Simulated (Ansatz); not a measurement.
Two structures, one formula

The two ends of one reaction step of SiPH₇, singlet (PBE0-D4/def2-TZVP).

A:

```
9
angstrom
Si -1.5037 0.7328 -0.8359
H -0.7979 -0.4669 -1.3556
H -2.6264 1.0626 -1.7536
H -2.0439 0.4498 0.5164
H -0.5649 1.8802 -0.7802
H 1.2286 -1.9291 1.0544
P 1.4557 -0.5284 1.0625
H 2.4435 -0.6080 2.0789
H 2.4089 -0.5931 0.0132
```

B:

Si1  (-0.451, 0.896, -0.110)
H2  (-1.437, -2.625, -0.657)
H3  (-0.760, 0.546, -1.521)
H4  (-1.564, 0.431, 0.758)
H5  (-0.331, 2.373, 0.007)
H6  (-0.738, -2.576, -0.399)
P7  (1.418, -0.213, 0.494)
H8  (1.588, 0.536, 1.689)
H9  (2.275, 0.632, -0.261)
(Å)

Computed with Ansatz 0.2.0 (basis: def2-TZVPP); correlated methods freeze the cores. B3LYP uses VWN-RPA correlation.

Problem. Which structure is lower at CCSD(T), and by how much? (To be estimated.)

Solution. The calculation gives: A, by 0.084 eV (electronic energy, against the other). By their contacts, A is a complex of SiH₄ + PH₃ and B is a complex of SiPH₅ ([SiH3][PH2]) + H₂.

Problem. Do the other methods give the same order? (Judge from chemistry; the calculation decides.)

Solution. The calculation gives: Not all: PBE-D4, r2SCAN-D4, PBE0-D4 give the other order.

```json
{"method": "SPW92", "E(B) − E(A) (eV)": "0.005"}
{"method": "PBE-D4", "E(B) − E(A) (eV)": "-0.049"}
{"method": "BLYP-D4", "E(B) − E(A) (eV)": "0.039"}
{"method": "r2SCAN-D4", "E(B) − E(A) (eV)": "-0.012"}
{"method": "B97M-V", "E(B) − E(A) (eV)": "0.038"}
{"method": "PBE0-D4", "E(B) − E(A) (eV)": "-0.007"}
{"method": "B3LYP-D4", "E(B) − E(A) (eV)": "0.073"}
{"method": "r2SCAN0-D4", "E(B) − E(A) (eV)": "0.018"}
{"method": "BHLYP-D4", "E(B) − E(A) (eV)": "0.131"}
{"method": "CAM-B3LYP-D4", "E(B) − E(A) (eV)": "0.133"}
{"method": "wB97X-V", "E(B) − E(A) (eV)": "0.073"}
{"method": "wB97M-V", "E(B) − E(A) (eV)": "0.077"}
{"method": "B2PLYP", "E(B) − E(A) (eV)": "0.091"}
{"method": "PBE-QIDH", "E(B) − E(A) (eV)": "0.028"}
{"method": "RPA on PBE", "E(B) − E(A) (eV)": "0.127"}
{"method": "HF", "E(B) − E(A) (eV)": "0.277"}
{"method": "MP2", "E(B) − E(A) (eV)": "0.029"}
{"method": "CCSD", "E(B) − E(A) (eV)": "0.129"}
{"method": "CCSD(T)", "E(B) − E(A) (eV)": "0.084"}
```

T1 diagnostic: at most 0.013.

Labels in which every atom is bracketed show which atoms are joined, not bond orders.

For scale, one of the runs: CCSD(T)/def2-TZVPP, 182 basis functions, launched by `ansatz run in.yaml --threads 2 --pin off --events-out ev --progress --plain --max-ram 4352MiB`. Hardware: 2 CPU threads of an Intel Xeon, shared host. Wall time 17 s; peak host memory 1.7 GiB.
